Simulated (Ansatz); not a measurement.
Reaction (SMILES): [SiH3] (SiH3) → [SiH3-] (an electron is taken up)
B3LYP-D3(BJ)/def2-TZVP geometries, fixed; electronic energies without zero-point terms; positive where energy is released.

Effect of a fitting basis named in the input at PBE0/cc-pV(T+d)Z with Ansatz (an electronic-structure program), against the last row, where the adiabatic electron affinity is 1.12 eV. Open shells are unrestricted. The default fits or decomposes integrals by the program's own choice; accuracy: high also tightens integrals, grids and stops.

| setting | largest shift of a total energy (mEh) | shift of the adiabatic electron affinity (eV) |
|---|---|---|
| fitting: def2-SV(P)-JKFIT | -0.041 | 0.000 |
| fitting: def2-universal-JKFIT | -0.041 | 0.000 |
| fitting: cc-pVTZ-JKFIT | -0.013 | 0.000 |
| fitting: cc-pVQZ-JKFIT | -0.004 | 0.000 |
| fitting: cc-pV5Z-JKFIT | -0.005 | 0.000 |
| accuracy: high | -0.009 | 0.000 |
| accuracy: medium (default) | 0.000 | 0.000 |

Within 0.002 eV in the adiabatic electron affinity: fitting: def2-SV(P)-JKFIT; fitting: def2-universal-JKFIT; fitting: cc-pVTZ-JKFIT; fitting: cc-pVQZ-JKFIT; fitting: cc-pV5Z-JKFIT; accuracy: high. The largest shift is 0.041 mEh in a total energy and 0.000 eV in the difference.
